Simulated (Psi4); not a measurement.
**One shape, several levels: [PHF3]+ (SMILES F[PH+](F)F)**

Aim: a comparison of 3 runs (HF/3-21G, HF/def2-SVP, MP2/6-311G*) of [PHF3]+. 

Program for the calculation: Psi4 1.11.

3 further runs of the same task are left out: 1 that didn't finish, 2 set aside as unsound or not needed.

### 1 The system as given

[PHF3]+: 5 atoms, total charge +1, spin state singlet. SMILES: `F[PH+](F)F`. The coordinates come from a GFN2-xTB relaxation.

Bond lengths: F1–P2 1.523 Å, P2–F3 1.524 Å, P2–F4 1.524 Å, P2–H5 1.373 Å. Angles: F1–P2–F3 103.7°, F1–P2–F4 103.7°, F3–P2–F4 103.7°, F1–P2–H5 114.8°, F3–P2–H5 114.7°, F4–P2–H5 114.8°.

### 2 Energy and forces at HF/3-21G (run 1)

Contents of f3hp.json:

```json
{
  "schema_name": "qcschema_input",
  "schema_version": 1,
  "molecule": {
    "schema_name": "qcschema_molecule",
    "schema_version": 2,
    "symbols": ["F", "P", "F", "F", "H"],
    "geometry": [-1.24085087, -0.10894271, 2.50708075, 0.13129817, 0.15741419, -0.00980768, 1.31175339, -2.43719868, -0.41968928, -2.0023349, 0.2476864, -1.94084322, 1.80011531, 2.1410597, -0.13675948],
    "molecular_charge": 1,
    "molecular_multiplicity": 1,
    "fix_symmetry": "c1"
  },
  "driver": "gradient",
  "model": {
    "method": "scf",
    "basis": "3-21G"
  },
  "keywords": {
    "reference": "rhf",
    "puream": true,
    "e_convergence": 1e-09,
    "d_convergence": 1e-08,
    "scf_type": "pk",
    "scf_properties": ["LOWDIN_CHARGES", "MAYER_INDICES", "MULLIKEN_CHARGES"]
  }
}
```

Run with:

```sh
$ psi4 --qcschema f3hp.json -n 1 --memory 1600MB
```

stdout:

```text
[...]
  Running in c1 symmetry.
[...]
  Nuclear repulsion =  205.959217664370698
[...]
  Multiplicity = 1
[...]
  Nalpha       = 21
  Nbeta        = 21
[...]
    Number of basis functions: 42
[...]
   @RHF iter   1:  -635.85097062841078    2.10446e-01   1.05583e-02 ADIIS/DIIS
[...]
   @RHF iter  11:  -635.96943341659630   -4.54747e-13   1.99294e-09 DIIS
[...]
    Orbital Energies [Eh]
    ---------------------
    Doubly Occupied:
       1A    -79.988644     2A    -26.519534     3A    -26.518464
       4A    -26.518310     5A     -8.038204     6A     -5.925026
       7A     -5.925019     8A     -5.924528     9A     -2.011124
      10A     -1.943319    11A     -1.943130    12A     -1.238657
      13A     -1.097619    14A     -1.064803    15A     -1.064766
      16A     -0.982951    17A     -0.982924    18A     -0.956898
      19A     -0.956835    20A     -0.951153    21A     -0.920139
[...]
  @RHF Final Energy:  -635.96943341659630
   => Energetics <=
    Nuclear Repulsion Energy =            205.9592176643706978
    One-Electron Energy =               -1280.9132099009257217
    Two-Electron Energy =                 438.9845588199586359
    Total Energy =                       -635.9694334165963028
[...]
 Multipole Moments:
 ------------------------------------------------------------------------------------
     Multipole            Electronic (a.u.)      Nuclear  (a.u.)        Total (a.u.)
 ------------------------------------------------------------------------------------
 L = 1.  Multiply by 2.5417464519 to convert [e a0] to [Debye]
 Dipole X            :         -0.0091776            1.2778221            1.2686445
 Dipole Y            :         -0.0078952            1.5201012            1.5122060
 Dipole Z            :          0.0011077           -0.0970402           -0.0959325
 Magnitude           :                                                    1.9762158
[...]
  Mulliken Charges: (a.u.)
   Center  Symbol    Alpha    Beta     Spin     Total
       1     F     4.69194  4.69194  0.00000 -0.38388
       2     P     6.45621  6.45621  0.00000  2.08758
       3     F     4.69198  4.69198  0.00000 -0.38396
       4     F     4.69194  4.69194  0.00000 -0.38388
       5     H     0.46794  0.46794  0.00000  0.06413
   Total alpha = 21.00000, Total beta = 21.00000, Total charge =  1.00000
  Lowdin Charges: (a.u.)
   Center  Symbol    Alpha    Beta     Spin     Total
       1     F     4.62526  4.62526  0.00000 -0.25053
[...]
  -Total Gradient:
     Atom            X                  Y                   Z
    ------   -----------------  -----------------  -----------------
       1        0.017409788507    -0.004366097342    -0.045646352876
       2       -0.022417479410    -0.025808133340     0.001866120292
       3       -0.029105984387     0.037903167925     0.008026856022
       4        0.031312020312    -0.010895578379     0.035989054402
       5        0.002801654979     0.003166641135    -0.000235677839
[...]
```

The result, in JSON:

```text
{
 "driver": "gradient",
 "model": {
  "method": "scf",
  "basis": "3-21G"
 },
 "success": true,
 "return_result": [0.01740978850716965, -0.004366097342172647, -0.04564635287596697, -0.022417479410401828, -0.025808133339840666, 0.0018661202922885776, -0.029105984386730316, 0.037903167925224635, 0.00802685602151218, 0.03131202031187949, -0.010895578379340982, 0.035989054401927956, 0.0028016549789566525, 0.003166641134661724, -0.0002356778391030389],
 "properties": {
  "calcinfo_nbasis": 42,
  "calcinfo_nmo": 42,
  "calcinfo_nalpha": 21,
  "calcinfo_nbeta": 21,
  "calcinfo_natom": 5,
  "nuclear_repulsion_energy": 205.9592176643707,
  "return_energy": -635.9694334165963,
  "return_gradient": [0.01740978850716965, -0.004366097342172647, -0.04564635287596697, -0.022417479410401828, -0.025808133339840666, 0.0018661202922885776, -0.029105984386730316, 0.037903167925224635, 0.00802685602151218, 0.03131202031187949, -0.010895578379340982, 0.035989054401927956, 0.0028016549789566525, 0.003166641134661724, -0.0002356778391030389],
  "scf_one_electron_energy": -1280.9132099009257,
  "scf_two_electron_energy": 438.98455881995864,
  "scf_dipole_moment": [1.268644494784244, 1.5122059986099305, -0.09593254596901438],
  "scf_total_energy": -635.9694334165963,
  "scf_total_gradient": [0.01740978850716965, -0.004366097342172647, -0.04564635287596697, -0.022417479410401828, -0.025808133339840666, 0.0018661202922885776, -0.029105984386730316, 0.037903167925224635, 0.00802685602151218, 0.03131202031187949, -0.010895578379340982, 0.035989054401927956, 0.0028016549789566525, 0.003166641134661724, -0.0002356778391030389],
  "scf_iterations": 11
 }
}
```

Wall time 1.6 s (1 thread of Intel Xeon Platinum 8375C at 2.90GHz (Ice Lake), shared host); peak memory 0.18 GiB.

### 3 The energy at HF/def2-SVP (run 2)

Contents of f3hp.dat:

```
memory 1.6 GB

molecule {
  1 1
  F     -0.656630    -0.057650     1.326690
  P      0.069480     0.083300    -0.005190
  F      0.694150    -1.289710    -0.222090
  F     -1.059590     0.131070    -1.027050
  H      0.952580     1.133000    -0.072370
  symmetry c1
  no_reorient
  no_com
}

set globals {
  basis def2-SVP
  puream true
  e_convergence 1e-09
  d_convergence 1e-08
  scf_type pk
}

e, wfn = energy("hf", return_wfn=True)
oeprop(wfn, "LOWDIN_CHARGES", "DIPOLE", "WIBERG_LOWDIN_INDICES")
```

Run with:

```sh
$ psi4 -i f3hp.dat -o f3hp.out -n 1
```

f3hp.out:

```text
[...]
  Running in c1 symmetry.
[...]
  Nuclear repulsion =  205.959217613234301
[...]
  Multiplicity = 1
[...]
  Nalpha       = 21
  Nbeta        = 21
[...]
    Number of basis functions: 65
[...]
   @RHF iter   1:  -638.91299884248031    2.53868e-01   7.97640e-03 DIIS/ADIIS
[...]
   @RHF iter  11:  -639.03546885195431   -5.68434e-13   2.52236e-09 DIIS
[...]
    Orbital Energies [Eh]
    ---------------------
    Doubly Occupied:
       1A    -80.484195     2A    -26.634308     3A    -26.634239
       4A    -26.634068     5A     -8.026434     6A     -5.929757
       7A     -5.929752     8A     -5.926931     9A     -1.977250
      10A     -1.916973    11A     -1.916793    12A     -1.227301
      13A     -1.093508    14A     -1.087508    15A     -1.087493
      16A     -1.012617    17A     -1.012591    18A     -0.973948
      19A     -0.973874    20A     -0.955705    21A     -0.935167
[...]
  @RHF Final Energy:  -639.03546885195431
   => Energetics <=
    Nuclear Repulsion Energy =            205.9592176132343013
    One-Electron Energy =               -1285.2485516725193975
    Two-Electron Energy =                 440.2538652073307048
    Total Energy =                       -639.0354688519543060
[...]
 Multipole Moments:
 ------------------------------------------------------------------------------------
     Multipole            Electronic (a.u.)      Nuclear  (a.u.)        Total (a.u.)
 ------------------------------------------------------------------------------------
 L = 1.  Multiply by 2.5417464519 to convert [e a0] to [Debye]
 Dipole X            :         14.3723982          -13.6133035            0.7590946
 Dipole Y            :         17.0901238          -16.1838224            0.9063014
 Dipole Z            :         -1.0922291            1.0350597           -0.0571694
 Magnitude           :                                                    1.1835858
[...]
```

It took 1.7 s on 1 thread of Intel Xeon Platinum 8375C at 2.90GHz (Ice Lake), shared host; peak memory 0.22 GiB.

### 4 The energy at MP2/6-311G(d) (density fitting for correlation) (run 3)

Contents of f3hp.xyz:

```xyz
5
F3HP
F     -0.656630    -0.057650     1.326690
P      0.069480     0.083300    -0.005190
F      0.694150    -1.289710    -0.222090
F     -1.059590     0.131070    -1.027050
H      0.952580     1.133000    -0.072370
```

Contents of job.py:

```python
import psi4

psi4.set_memory(1600000000)
psi4.set_num_threads(1)
psi4.set_output_file('f3hp.out', False)

with open('f3hp.xyz') as f:
    atoms = ''.join(f.readlines()[2:])
geom = psi4.geometry('1 1\n' + atoms + '')

psi4.set_options({
    'basis': '6-311G*',
    'reference': 'rhf',
    'scf_type': 'direct',
    'freeze_core': True,
    'mp2_type': 'df',
})

energy_value = psi4.energy('mp2')
print('E =', round(energy_value, 9))
```

Run with:

```sh
$ python job.py
```

f3hp.out:

```text
[...]
  Running in c1 symmetry.
[...]
  Nuclear repulsion =  205.959217613234301
[...]
  Multiplicity = 1
[...]
  Nalpha       = 21
  Nbeta        = 21
[...]
    Number of basis functions: 83
[...]
   @DF-RHF iter   1:  -639.35024855775123    1.55576e-01   6.42325e-03 DIIS/ADIIS
[...]
   @RHF iter  18:  -639.46855235614191   -1.13687e-12   2.13603e-09 DIIS
[...]
    Orbital Energies [Eh]
    ---------------------
    Doubly Occupied:
       1A    -80.498466     2A    -26.642358     3A    -26.642326
       4A    -26.642141     5A     -8.020188     6A     -5.918182
       7A     -5.918176     8A     -5.915881     9A     -2.001790
      10A     -1.944148    11A     -1.943969    12A     -1.234276
      13A     -1.094214    14A     -1.088002    15A     -1.087987
      16A     -1.011784    17A     -1.011757    18A     -0.973467
      19A     -0.973391    20A     -0.954915    21A     -0.935880
[...]
  @RHF Final Energy:  -639.46855235614191
   => Energetics <=
    Nuclear Repulsion Energy =            205.9592176132343013
    One-Electron Energy =               -1285.9489411608860792
    Two-Electron Energy =                 440.5211711915097226
    Total Energy =                       -639.4685523561420268
[...]
 Multipole Moments:
 ------------------------------------------------------------------------------------
     Multipole            Electronic (a.u.)      Nuclear  (a.u.)        Total (a.u.)
 ------------------------------------------------------------------------------------
 L = 1.  Multiply by 2.5417464519 to convert [e a0] to [Debye]
 Dipole X            :         -0.1605598            1.2778221            1.1172623
 Dipole Y            :         -0.1878802            1.5201012            1.3322211
 Dipole Z            :          0.0126557           -0.0970402           -0.0843845
 Magnitude           :                                                    1.7407495
[...]
```

Standard output:

```text
E = -640.192334098
```

It took 4.5 s on 1 thread of Intel Xeon Platinum 8375C at 2.90GHz (Ice Lake), shared host; peak memory 0.21 GiB.

### 5 All runs side by side

```csv
run,level,task,properties,energy (Eh),HOMO energy (eV),LUMO energy (eV),HOMO–LUMO gap (eV),wall time
1,HF/3-21G,gradient,"(lowdin, mayer, mulliken)",-635.969433,-25.04,-2.76,22.28,1.6 s
2,HF/def2-SVP,energy,"(lowdin, dipole, wiberg)",-639.035469,-25.45,-2.95,22.50,1.7 s
3,MP2/6-311G* (density fitting for correlation),energy,–,-640.192334,-25.47,-3.30,22.16,4.5 s
```

### 6 Outcome

| quantity | value |
| --- | --- |
| run 3: total energy | -640.19233 Eh |
| run 3: HOMO energy (Hartree–Fock orbitals) | -25.47 eV |
| run 3: LUMO energy (Hartree–Fock orbitals) | -3.30 eV |
| run 3: HOMO–LUMO gap (Hartree–Fock orbitals) | 22.16 eV |
| run 3: correlation energy (8 core orbitals frozen) | -723.8 mEh |

All runs together took 7.8 s, the longest 4.5 s.
